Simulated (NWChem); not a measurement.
# AlH5O (SMILES [H][Al]([H])([H])<-[OH2]) at 6 levels

Wanted: a comparison of 6 runs (HF/def2-SVP, B3LYP/6-31G*, PBE0/def2-SVP, wB97X/def2-SVP, MP2/6-31+G*) of AlH5O. 

Program for the calculation: NWChem 7.3.0.

## 1. The molecule

The species is AlH5O (7 atoms), meant as a singlet with charge 0. As SMILES, `[H][Al]([H])([H])<-[OH2]`. The shape comes from GFN2-xTB, which is rough for such elements, and wasn't checked as a minimum.

Bond lengths: Al1–O2 1.891 Å, O2–H3 0.965 Å, O2–H4 0.964 Å, Al1–H5 1.572 Å, Al1–H6 1.570 Å, Al1–H7 1.574 Å. Angles: Al1–O2–H3 124.8°, Al1–O2–H4 123.3°, O2–Al1–H5 95.5°, O2–Al1–H6 100.8°, O2–Al1–H7 95.1°, H3–O2–H4 111.4°, H5–Al1–H6 117.6°, H5–Al1–H7 120.1°, H6–Al1–H7 117.8°.

## 2. Energy and forces at HF/def2-SVP (run 1)

The input, alh5o.nw:

```
start alh5o
memory 2200 mb

geometry noautosym nocenter noautoz
  Al    0.038170   -0.063310   -0.878000
  O    -0.024940    0.038110    1.009060
  H    -0.734700   -0.319470    1.555830
  H     0.587960    0.568180    1.531290
  H     1.607200   -0.040110   -0.978390
  H    -0.735740    1.245780   -1.269530
  H    -0.737950   -1.429180   -0.970260
end

basis spherical bse
  Al library def2-SVP
  O library def2-SVP
  H library def2-SVP
end

scf
  thresh 1e-08
  maxiter 80
end

task scf gradient
```

Command:

```bash
nwchem alh5o.nw > alh5o.out
```

Log:

```text
[...]
  functions       =    57
[...]
  wavefunction    = RHF
[...]
         Total SCF energy =   -319.547693629364
      One-electron energy =   -568.881144145198
      Two-electron energy =    186.125955990013
 Nuclear repulsion energy =     63.207494525820
        Time for solution =      1.8s
[...]
                         RHF ENERGY GRADIENTS
    atom               coordinates                        gradient
                 x          y          z           x          y          z
   1 Al      0.072131  -0.119639  -1.659179   -0.000165   0.001763   0.013127
   2 O      -0.047130   0.072017   1.906847    0.002245  -0.004120  -0.043699
   3 H      -1.388382  -0.603711   2.940092   -0.013721  -0.007586   0.008845
   4 H       1.111083   1.073705   2.893719    0.012151   0.009757   0.007215
   5 H       3.037168  -0.075797  -1.848889   -0.007557  -0.000089   0.004488
   6 H      -1.390347   2.354183  -2.399064    0.003554  -0.006145   0.005541
   7 H      -1.394523  -2.700759  -1.833526    0.003494   0.006419   0.004483
[...]
```

Wall time 3 s (1 thread of Intel Xeon 6975P-C (Granite Rapids), shared host); peak memory 0.1 GiB.

## 3. Energy and gradient at B3LYP/6-31G(d) (spherical functions) (run 2)

The input, calc.nw:

```
start calc
memory stack 880 mb heap 220 mb global 1100 mb

geometry units angstrom noautosym nocenter noautoz
   Al       0.038170      -0.063310      -0.878000
   O       -0.024940       0.038110       1.009060
   H       -0.734700      -0.319470       1.555830
   H        0.587960       0.568180       1.531290
   H        1.607200      -0.040110      -0.978390
   H       -0.735740       1.245780      -1.269530
   H       -0.737950      -1.429180      -0.970260
end

basis "ao basis" spherical bse
   * library 6-31G*
end

dft
   xc b3lyp
   grid xfine
   convergence energy 1e-08
   maxiter 100
   mulliken
end

task dft gradient
```

Command:

```bash
nwchem calc.nw > calc.out
```

Log:

```text
[...]
          Wavefunction type:  closed shell.
          No. of atoms     :     7
          No. of electrons :    26
[...]
          Charge           :     0
          Spin multiplicity:     1
[...]
          AO basis - number of functions:    42
[...]
              XC Information
              --------------
                         B3LYP Method XC Potential
                     Hartree-Fock (Exact) Exchange  0.200
                        Slater Exchange Functional  0.800 local
                    Becke 1988 Exchange Functional  0.720 non-local
              Lee-Yang-Parr Correlation Functional  0.810
                  VWN I RPA Correlation Functional  0.190 local
[...]
 d= 0,ls=0.0,diis     1   -320.6140189052 -3.84D+02  1.08D-02  2.38D-01     1.1
[...]
 d= 0,ls=0.0,diis     8   -320.6422751073 -3.17D-11  5.08D-08  4.14D-12     7.5
         Total DFT energy =     -320.642275107280
      One electron energy =     -569.182616589177
           Coulomb energy =      214.500215381910
    Exchange-Corr. energy =      -29.167368425833
 Nuclear repulsion energy =       63.207494525820
[...]
      Total Density - Mulliken Population Analysis
     ---------------------------------------------
    Atom       Charge   Shell Charges
 -----------   ------   -------------------------------------------------------
    1 Al  13    12.75   2.00  2.00  5.96  0.79  1.26  0.24  0.32  0.17
    2 O    8     8.74   2.00  0.89  3.01  0.93  1.90  0.02
    3 H    1     0.53   0.45  0.07
    4 H    1     0.53   0.45  0.07
    5 H    1     1.16   0.50  0.65
    6 H    1     1.15   0.50  0.65
    7 H    1     1.16   0.50  0.65
[...]
  wavefunction    = closed shell
                         DFT ENERGY GRADIENTS
    atom               coordinates                        gradient
                 x          y          z           x          y          z
   1 Al      0.072131  -0.119639  -1.659179    0.000051   0.001366   0.015199
   2 O      -0.047130   0.072017   1.906847   -0.000680   0.001156  -0.019939
   3 H      -1.388382  -0.603711   2.940092    0.003216   0.000644  -0.003145
   4 H       1.111083   1.073705   2.893719   -0.002240  -0.003036  -0.004196
   5 H       3.037168  -0.075797  -1.848889   -0.008548  -0.000206   0.003408
   6 H      -1.390347   2.354183  -2.399064    0.004139  -0.007134   0.005315
   7 H      -1.394523  -2.700759  -1.833526    0.004063   0.007210   0.003359
[...]
```

Run time: 10 s. Hardware: 1 thread of Intel Xeon 6975P-C (Granite Rapids), shared host; peak memory 0.13 GiB.

Runs 3 to 5 aren't shown in full; the table further down has their settings and results.

## 4. Energy and forces at MP2/6-31+G(d) (spherical functions) (run 6)

The input, alh5o.xyz:

```xyz
7
AlH5O
Al     0.038170    -0.063310    -0.878000
O     -0.024940     0.038110     1.009060
H     -0.734700    -0.319470     1.555830
H      0.587960     0.568180     1.531290
H      1.607200    -0.040110    -0.978390
H     -0.735740     1.245780    -1.269530
H     -0.737950    -1.429180    -0.970260
```

The input, run.py:

```python
from ase.io import read
from ase.calculators.nwchem import NWChem

mol = read('alh5o.xyz')

calc = NWChem(
    label='alh5o',
    theory='mp2',
    memory='2200 mb',
    basis='6-31+G*',
    basispar='spherical bse',
    scf={'nopen': '0', 'rhf': None, 'thresh': '1e-08', 'maxiter': '80'},
    mp2={'freeze': 'core 6', 'tight': None},
)
mol.calc = calc

forces = mol.get_forces()
print(f"energy = {mol.get_potential_energy():.6f} eV")
print("forces (eV/A):")
for s, f in zip(mol.symbols, forces):
    print(f"{s:2s} {f[0]:10.5f} {f[1]:10.5f} {f[2]:10.5f}")
```

Command:

```bash
export ASE_NWCHEM_COMMAND="nwchem PREFIX.nwi > PREFIX.nwo"
python run.py
```

Log:

```text
energy = -8704.989416 eV
forces (eV/A):
Al    0.00468   -0.08392   -1.00762
O     0.04973   -0.08356    0.96550
H    -0.30812   -0.10295    0.30072
H     0.23659    0.26302    0.35276
H     0.47169    0.01409   -0.16969
H    -0.22713    0.39163   -0.27495
H    -0.22744   -0.39832   -0.16671
```

The calculator wrote alh5o.nwi:

```
title "alh5o"

permanent_dir alh5o

scratch_dir alh5o

start alh5o

geometry units angstrom nocenter noautosym noautoz
  Al 3.8170000000000003e-02 -6.3310000000000005e-02 -8.7800000000000000e-01
  O  -2.4940000000000000e-02 3.8109999999999998e-02 1.0090600000000001e+00
  H  -7.3470000000000002e-01 -3.1946999999999998e-01 1.5558300000000000e+00
  H  5.8796000000000004e-01 5.6818000000000002e-01 1.5312900000000000e+00
  H  1.6072000000000000e+00 -4.0110000000000000e-02 -9.7838999999999998e-01
  H  -7.3573999999999995e-01 1.2457800000000001e+00 -1.2695300000000000e+00
  H  -7.3794999999999999e-01 -1.4291799999999999e+00 -9.7026000000000001e-01
end

memory 2200 mb

basis spherical bse noprint
   * library 6-31+G*
end

scf
  nopen 0
  rhf
  thresh 1e-08
  maxiter 80
end
mp2
  freeze core 6
  tight
end

task mp2 gradient
```

alh5o.nwo, shortened:

```text
[...]
         Total SCF energy =   -319.655899799455
[...]
                         mp2 ENERGY GRADIENTS
    atom               coordinates                        gradient
                 x          y          z           x          y          z
   1 Al      0.072131  -0.119639  -1.659179   -0.000091   0.001632   0.019595
   2 O      -0.047130   0.072017   1.906847   -0.000967   0.001625  -0.018776
   3 H      -1.388382  -0.603711   2.940092    0.005992   0.002002  -0.005848
   4 H       1.111083   1.073705   2.893719   -0.004601  -0.005115  -0.006860
   5 H       3.037168  -0.075797  -1.848889   -0.009173  -0.000274   0.003300
   6 H      -1.390347   2.354183  -2.399064    0.004417  -0.007616   0.005347
   7 H      -1.394523  -2.700759  -1.833526    0.004423   0.007746   0.003242
[...]
```

Wall time 8.1 s (1 thread of Intel Xeon 6975P-C (Granite Rapids), shared host); peak memory 0.12 GiB.

## 5. The series

```csv
run,level,iteration cap,module,energy (Eh),dipole moment (D),HOMO energy (eV),LUMO energy (eV),wall time
1,HF/def2-SVP,80,scf,-319.547694,5.48,-10.50,2.78,3 s
2,B3LYP/6-31G* (spherical functions),100,dft,-320.642275,5.39,-7.03,-0.62,10 s
3,B3LYP/6-31G* (Cartesian functions),100,dft,-320.645270,5.38,-7.03,-0.65,11 s
4,PBE0/def2-SVP,100,dft,-320.306192,5.39,-7.27,-0.28,11 s
5,wB97X/def2-SVP,100,dft,-320.484835,5.41,-9.73,1.90,23 s
6,MP2/6-31+G* (spherical functions),80,mp2,-319.902463,5.37,-10.49,0.99,8.1 s
```

## 6. Outcome

| quantity | value |
| --- | --- |
| run 6: total energy | -319.90246 Eh |
| run 6: dipole moment (of the density that the program reports) | 5.37 D |
| run 6: HOMO energy (Hartree–Fock orbitals) | -10.49 eV |
| run 6: LUMO energy (Hartree–Fock orbitals) | 0.99 eV |
| run 6: HOMO–LUMO gap (Hartree–Fock orbitals) | 11.47 eV |
| run 6: correlation energy (6 core orbitals frozen) | -246.6 mEh |
| run 6: largest force on an atom | 1.011 eV/Å |

In words: The dipole moment (its size) runs from 5.37 D (MP2/6-31+G*) to 5.48 D (HF/def2-SVP). The two ends differ in method and basis. Over runs 1, 2, 3, 4, 5 the HOMO–LUMO gap runs from 6.38 eV (B3LYP/6-31G*) to 13.28 eV (HF/def2-SVP). Totals of different functionals can't be ranked against each other. All runs together took 66 s, the longest 23 s.
